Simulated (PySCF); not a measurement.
**Worked example for epichlorohydrin: ionisation energy to the radical cation**

Structure: `ClC[C@@H]1CO1` (C3H5ClO).

These are calculated values, ωB97X-D3(BJ)/ma-def2-TZVP in PySCF (grid level 2) at geometries from PBE0-D3(BJ)/def2-SVP. The prefix ma- adds one diffuse s and one diffuse p function on all atoms but H. ωB97X-D3(BJ) is ωB97X-V with D3(BJ) in place of VV10. Zero-point energies come from unscaled PBE0-D3(BJ)/def2-SVP harmonic frequencies.

```jsonl
{"state": "parent", "structure": "parent", "E / Eh": "-652.877864"}
{"state": "radical cation", "structure": "parent", "E / Eh": "-652.482605"}
{"state": "radical cation", "structure": "radical cation", "E / Eh": "-652.489599"}
{"state": "parent", "structure": "radical cation", "E / Eh": "-652.871451"}
```

Zero-point energy of the radical cation less that of the parent: -0.074 eV. 1 Eh = 27.2114 eV.

Q: Work out the vertical and adiabatic ionisation energy.

A: Vertical: (-652.482605) − (-652.877864) = 0.395259 Eh = 10.76 eV. Adiabatic: 0.388265 Eh = 10.565 eV, and 10.49 eV with zero-point energy.

Q: And the inner reorganisation energy of self-exchange?

A: The radical cation relaxes by 190.3 meV and the parent by 174.5 meV, so λ = 365 meV.

Caveats: spin-orbit coupling is left out of the energies, which matters for open shells on the heavier atoms.
